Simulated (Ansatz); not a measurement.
# AlNH3 (doublet): from Hartree-Fock to the top rungs, cc-pVDZ

The task here is to estimate one member of a computed series from the others.

The runs use Ansatz 0.2.0, Gaussian basis; cc-pVDZ, core rule «outside noble gas», up to 6 orbitals frozen.

To be run: UHF; CCSD(T) on ROHF; CCSD(T) on UHF; BCCD(T) on ROHF; CISD; CCSDT(Q) on ROHF; CCSDT(Q) on UHF.

24 further runs of the same task are left out: 3 for a known fault of the program, 11 that didn't finish, 10 set aside as unsound or not needed.

**The geometry**

The geometry is a PBE0/def2-TZVP stationary point (not a proven minimum).

5 atoms, charge 0, spin multiplicity 2.

Atoms are counted from 1 here; the program's logs count them from 0.

Bond lengths: Al1–N2 1.774 Å, Al1–H3 1.604 Å, N2–H4 1.009 Å, N2–H5 1.007 Å. Angles: N2–Al1–H3 115.8°, Al1–N2–H4 124.4°, Al1–N2–H5 125.4°, H4–N2–H5 110.2°.

The first run:

File in.yaml:

```yaml
crystal:
  periodic: [false, false, false]
  atoms:
    - {symbol: Al, position_ang: [0.000000, -0.104009, 0.648758]}
    - {symbol: N, position_ang: [0.000000, 0.087527, -1.114734]}
    - {symbol: H, position_ang: [0.000000, 1.256470, 1.498750]}
    - {symbol: H, position_ang: [0.000000, 0.977077, -1.591329]}
    - {symbol: H, position_ang: [0.000000, -0.665655, -1.783277]}
basis:
  gaussian: {orbitals: cc-pVDZ}
magnetization: {spin_polarized: true, initial_magnetization: 1}
hamiltonian: {xc: hf}
output: {orbitals: {seedname: orbitals}}
```

Started as:

```console
$ ansatz run in.yaml --threads 1 --pin off --events-out ev --progress --plain --max-ram 2393MiB
```

Steps of the session up to this table: UHF; CCSD(T) on ROHF; CCSD(T) on UHF; BCCD(T) on ROHF; CISD; CCSDT(Q) on ROHF; CCSDT(Q) on UHF.

One of the session's tables, all rows but one given; the rest of the session is left out.

```
   method  from UCCSDT(Q) (kJ/mol)
     ROHF                   +674.1
      UHF                        ?
     RMP2                    +79.2
     UMP2                    +78.3
     CISD                    +65.0
    RCCSD                    +19.5
    UCCSD                    +19.5
 RCCSD(T)                     +3.3
 UCCSD(T)                     +3.3
  BCCD(T)                     +3.3
   RCCSDT                     +1.6
   UCCSDT                     +1.6
RCCSDT(Q)                     +0.1
UCCSDT(Q)                        0
```

**Question.** Estimate the row for UHF.

As computed: from UCCSDT(Q) (kJ/mol): +671.6. In the column «from UCCSDT(Q) (kJ/mol)» it lies between RMP2 (+79.2) and ROHF (+674.1).

With the free atoms at the same levels and basis (separate runs), the atomisation energy is 12.674 eV at UCCSDT(Q), 12.657 eV at RCCSD(T), 12.654 eV at UCCSD(T), 9.545 eV at ROHF.

To keep in mind: Restricted and unrestricted rows rest on different reference determinants; where their highest levels disagree by more than a few hundredths of an eV, they describe different states and don't form one ladder.
